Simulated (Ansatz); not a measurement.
# Worked example: building the atomization energy of C$_{2}$H$_{3}$F, singlet

Measured: the G2/97 heats of formation, with zero-point and thermal terms from B3LYP taken off, give an electronic atomization energy of 571.9 kcal/mol (Curtiss et al., J. Chem. Phys. 106, 1063 (1997); Staroverov et al., J. Chem. Phys. 119, 12129 (2003)). The calculation below tries to reproduce it.

Geometry (MP2(full)/6-31G*, from the G2/97 set):

```xyz
6

C     0.0933    0.4598    0.0000
C     1.2853   -0.1230    0.0000
F    -1.0556   -0.2562    0.0000
H    -0.0931    1.5279    0.0000
H     1.3847   -1.2007    0.0000
H     2.1773    0.4884    0.0000
```

Atomization energies (atoms less molecule, kcal/mol) from Ansatz 0.2.0, frozen cores, restricted molecule, unrestricted atoms (their steps beyond CCSDT(Q) from restricted open-shell runs), sets cc-pVDZ, cc-pVTZ, cc-pVQZ:

```
   level      DZ      TZ      QZ
      HF  407.17  417.11  418.04
 CCSD(T)  528.25  558.14  566.32
   CCSDT  528.26  557.68       –
CCSDT(Q)  528.87  558.28       –
  CCSDTQ  528.83       –       –
```

Extrapolate Hartree–Fock with exp(−5.46 √X) and the CCSD(T) correlation part with X⁻³ (X = 3, 4), add each higher step from the largest set that has it, and compare with the measured value.

Hartree–Fock: 418.04 + (418.04 − 417.11) × 0.301 = 418.32.
Correlation: TZ 141.03, QZ 148.28; (64 × 148.28 − 27 × 141.03) / 37 = 153.57.
Full triples (TZ): 557.68 − 558.14 = -0.46.
(Q) (TZ): 558.28 − 557.68 = 0.60.
Full quadruples (DZ): 528.83 − 528.87 = -0.04.
Sum: 572.0 kcal/mol, 0.1 above the measured 571.9.

The steps beyond CCSD(T) add 0.10 kcal/mol, while going from QZ to the limit adds 5.57. Core correlation, scalar relativity, spin–orbit terms and the relaxation from this MP2 geometry are missing from the sum, and the measured value has its own uncertainty.
